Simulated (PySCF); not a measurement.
**PS from Hartree–Fock to correlated methods**

State: ²Π (doublet), unpaired electrons π ↑. Set-up: P def2-TZVPP, S def2-TZVPP; no relativity (PySCF 2.14). De refers to P + S in their high-spin ground configurations, without counterpoise correction. The functionals are run spin-unrestricted. A positive dipole means P(−)S(+).

| Level | Re (Å) | ωe (cm⁻¹) | De (eV) | μ (D) |
| --- | --- | --- | --- | --- |
| ROHF | 1.871 | 827 | 1.80 | -1.09 |
| ROHF-MP2 | 1.901 | 764 | 4.25 | n/a |
| ROHF-SCS-MP2 | 1.902 | 763 | 4.21 | n/a |
| ROHF-CCSD | 1.899 | 766 | 3.79 | n/a |
| ROHF-CCSD(T) | 1.912 | 734 | 4.10 | n/a |
| PBE | 1.915 | 729 | 4.89 | -0.56 |
| PW91 | 1.914 | 728 | 4.91 | -0.56 |
| BLYP | 1.926 | 704 | 4.74 | -0.61 |
| TPSS | 1.910 | 736 | 4.65 | -0.57 |
| r²SCAN | 1.900 | 757 | 4.58 | -0.59 |
| PBE0 | 1.892 | 776 | 4.50 | -0.66 |
| r²SCAN0 | 1.884 | 795 | 4.27 | -0.69 |
| CAM-B3LYP | 1.884 | 788 | 4.39 | -0.74 |

Which functional lies closest to ROHF-CCSD(T) in De, which farthest, and by how much do they differ from it?

Closest is r²SCAN0 (-2.8 pm in Re, +8.3 % in ωe, +0.17 eV in De against ROHF-CCSD(T) in the same basis), farthest PW91 (+0.2 pm in Re, -0.8 % in ωe, +0.81 eV in De). CCSD(T) converges more slowly with the basis than the functionals do and binds too weakly in this one, so the order can change at the basis-set limit.

What does a quarter of exact exchange do here, going from PBE to PBE0?

PBE0 less PBE: -2.3 pm in Re, +6.4 % in ωe, -0.39 eV in De. Exact exchange removes part of the self-interaction that spreads semilocal densities, and in most molecules shortens and stiffens the bond and lowers De; so it does here.

What does a quarter of exact exchange do here, going from r²SCAN to r²SCAN0?

r²SCAN0 less r²SCAN: -1.6 pm in Re, +5.0 % in ωe, -0.31 eV in De. Exact exchange removes part of the self-interaction that spreads semilocal densities, and in most molecules shortens and stiffens the bond and lowers De; so it does here.

Correlated steps freeze 10 core orbitals. UHF is strongly spin-contaminated for PS, so the ROHF reference used there is far from stable. The state was picked by a PBE0 search and need not be the measured ground state.
